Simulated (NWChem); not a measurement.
Molecule: propene (C3H6); SMILES C=CC

Program: NWChem. The geometry was optimised at PBE0/def2-SVP. Level: PBE0/def2-SVP with SMD (1 M gas to 1 M solution), gas-phase geometry.

For solvent n-hexane:

```
Item                                         Value
-------------------------------------------  -----
solvation free energy (kcal/mol)              -2.1
cavity-dispersion-structure term (kcal/mol)   -1.2
dipole in solution (D)                        0.49
```

Task: What are these values for solvent water?

Result: 
| Quantity | Result |
|---|---|
| solvation free energy (kcal/mol) | 1.3 |
| cavity-dispersion-structure term (kcal/mol) | 3.2 |
| dipole in solution (D) | 0.60 |
